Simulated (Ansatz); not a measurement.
Geometry optimisation, RKS PBE-D4/6-31G (Ansatz 0.2.0).

input.yaml

```yaml
crystal:
  periodic: [false, false, false]
  atoms:
    - { symbol: C, position_ang: [0.8997, -1.0096, 1.5921] }
    - { symbol: "N", position_ang: [1.0799, -0.1086, 0.4465] }
    - { symbol: C, position_ang: [0.0555, 0.2352, -0.4007] }
    - { symbol: "N", position_ang: [-0.11968, 1.06503, -1.21831] }
    - { symbol: C, position_ang: [-1.51139, 0.74144, -1.62817] }
    - { symbol: S, position_ang: [-1.42815, -0.59368, -0.43807] }
    - { symbol: H, position_ang: [1.8319, -1.2279, 2.0496] }
    - { symbol: H, position_ang: [0.3923, -1.8744, 1.2704] }
    - { symbol: H, position_ang: [0.2373, -0.441, 2.37] }
    - { symbol: H, position_ang: [1.8137, 0.5912, 0.5786] }
    - { symbol: H, position_ang: [-2.19581, 1.52934, -1.44694] }
    - { symbol: H, position_ang: [-1.5808, 0.40215, -2.67037] }
basis:
  gaussian: { orbitals: "6-31G" }
hamiltonian:
  xc: pbe
  dispersion: d4
relax:
  f_tol: 0.015
  max_steps: 40
output:
  orbitals: {}
```

Run as:

```bash
$ ansatz run input.yaml --threads 1 --pin off --max-ram 2048MiB --backend cpu --events-out ev --progress --plain --runs-dir out
```

Question: Where does it end, and by what steps?

Answer: The run converged. The force dipped under the threshold on the way, but the program's further checks kept it going. Limits of this set-up: no polarisation functions. After 14 steps the energy has fallen by 1.812 eV; H9 moved furthest, 0.39 Å. The start is strongly strained (largest force component 10 eV/Å).

```tsv
step	energy less start (eV)	largest force component (eV/Å)	accepted
0	0.0000	10.223	yes
1	-1.4836	2.419	yes
2	-1.4483	2.399	no
3	-1.7815	0.541	yes
4	-1.7888	0.346	yes
5	-1.8013	0.290	yes
6	-1.8057	0.136	yes
7	-1.8095	0.053	yes
8	-1.8108	0.031	yes
9	-1.8113	0.014	yes
10	-1.8114	0.065	yes
11	-1.8116	0.024	yes
12	-1.8117	0.002	yes
13	-1.8117	0.015	yes
14	-1.8118	0.014	yes
```

```xyz
12
Properties=species:S:1:pos:R:3
C 0.917 -0.976 1.654
N 0.976 0.013 0.584
C -0.032 0.254 -0.289
N -0.117 1.171 -1.233
C -1.442 0.781 -1.747
S -1.626 -0.710 -0.425
H 1.920 -1.394 1.832
H 0.255 -1.804 1.348
H 0.531 -0.556 2.602
H 1.777 0.640 0.524
H -2.241 1.516 -1.577
H -1.444 0.375 -2.768
```

Whether the end is a true minimum wasn't checked by a vibrational analysis.

Run time: 40 s on 1 thread of Intel(R) Xeon(R) 6975P-C (Granite Rapids), with other jobs on the host, peak memory 0.17 GiB.
